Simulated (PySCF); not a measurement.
Species: BH6N.
SMILES with atom numbers: `[BH3-:1][NH3+:2]` (hydrogens: H3, H4, H5 on B1; H6, H7, H8 on N2)

All values: wB97X-D/pcSseg-2 (PySCF, non-relativistic), on one gas-phase PBE0-D3(BJ)/def2-TZVP geometry that isn't relaxed in the solvent. The solvent is an IEF-PCM continuum (Bondi radii, 1.10 Å for H, scaled by 1.2). The model holds no explicit solvent molecules, cavitation or dispersion.

Gas phase at wB97X-D/pcSseg-2: HOMO -9.74 eV, LUMO 1.42 eV, dipole 5.49 D.

Question: What does the continuum do to the energy, the frontier levels and the dipole at wB97X-D/pcSseg-2 in chloroform?

Answer: 
```json
{"solvent": "chloroform", "ε": "4.711", "E(solvent) − E(gas) (kcal/mol)": "-10.23", "polarisation term (kcal/mol)": "-11.59", "distortion of the solute (kcal/mol)": "1.36", "HOMO (eV)": "-10.05", "LUMO (eV)": "2.15", "dipole (D)": "6.38"}
```

The polarisation term is half the interaction of the solute with the surface charges that it induces; the rest is the cost of distorting the solute's density. The sum is the electrostatic part of solvation alone.

Question: Which radius a makes the point-dipole formula ΔE = −[(ε − 1)/(2ε + 1)]·μ²/a³ give the value in chloroform, with the gas-phase dipole?

Answer: μ = 2.161 au and |ΔE| = 0.01630 Eh give a = 2.47 Å; the farthest nucleus lies 1.64 Å from the centroid of the nuclei. The formula assumes a rigid point dipole at the centre of a sphere.

On one thread, Arm Neoverse V1 (aarch64), on a shared host, this took 6.4 s wall and 0.59 GiB of memory at its peak. This is the whole shielding run at wB97X-D/pcSseg-2 in chloroform, SCF included.

Note: wB97X-D ran without an empirical dispersion term, which enters the total energy and its gradient alone.
